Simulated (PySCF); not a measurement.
# CF₂ + H₂O → H₂CO + F₂

Level: B3LYP in the def2-TZVP basis family, all electrons, no relativity, computed in PySCF with density fitting; open shells unrestricted.

```csv
species,state and structure,E (Eh),ZPE (kJ/mol),H(298 K) − H(0) (kJ/mol),S° (J/(mol K))
CF₂,"singlet, C2v, C–F 1.304 Å (×2); F–C–F 104.8°",-237.80684,18.0,10.3,240.9
H₂O,"singlet, C2v, O–H 0.963 Å (×2); H–O–H 105.2°",-76.46303,55.6,9.9,188.8
H₂CO,"singlet, C2v, C–H 1.107 Å (×2), C–O 1.199 Å; H–C–H 115.9°, H–C–O 122.0° (×2)",-114.55428,69.7,10.0,218.6
F₂,"singlet, D∞h, F–F 1.396 Å",-199.59957,6.3,8.8,202.2
```

(1) What is the electronic reaction energy?

(2) Add zero-point, thermal and entropy terms for 298.15 K and 1 bar.

## Answers

(1) At B3LYP/def2-TZVP, ΔE = 304.6 kJ/mol from the differences of the total energies times 2625.5, uphill. 

(2) ΔZPE = 2.4 and Δ[H(298) − H(0)] = -1.4 kJ/mol give ΔH° = 305.6 kJ/mol. ΔS° = -8.9 J/(mol K), so ΔG° = 305.6 − 298.15 × (-0.0089) = 308 kJ/mol.

Only the bonding shown was studied: isomers, or loss of a ligand pair, can lie lower.
